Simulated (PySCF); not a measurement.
# C6H8: the cost of one run

Computed with PySCF 2.14.0 and routines of our own; the level stands in each step. Atoms count from 0.

## Step 1: The starting structure

14 atoms, charge 0, multiplicity 1; geometry from: LC-wPBE/def2-SV(P).

## Step 2: Excited-state relaxation: TDDFT LC-wPBE/def2-SV(P)

What the job is given:

```
{"job": {"kind": "xopt", "state": "S1", "method": "TDDFT", "freq": false, "xc": "LC-wPBE", "basis": "def2-SV(P)", "grid": 1}, "charge": 0, "multiplicity": 1}
C     -2.891307     0.898082    -0.415884
C     -1.821363     0.317829     0.132161
C     -0.442076     0.599783    -0.258147
C      0.631310     0.015961     0.293889
C      2.010591     0.297883    -0.096451
C      3.080350    -0.282387     0.451894
H     -3.906283     0.653052    -0.088465
H     -2.790150     1.641838    -1.214522
H     -1.959152    -0.422468     0.929581
H     -0.297293     1.339433    -1.055585
H      0.486525    -0.723700     1.091310
H      2.148475     1.038075    -0.893953
H      2.978399    -1.025994     1.250611
H      4.095378    -0.037510     0.124539
```

With the program's defaults for keys left out, this is: TDDFT LC-wPBE/def2-SV(P) excited-state geometry optimisation, gas phase.

Run with:

```
$ OMP_NUM_THREADS=1 python excited_run.py task.json out
```

The driver reads the jobs from task.json and runs them one after another.

Q: Estimate the wall time and peak memory of this first job on 1 thread of Arm Neoverse V1, shared host.

About 2.5 min, with a peak of 0.59 GiB.
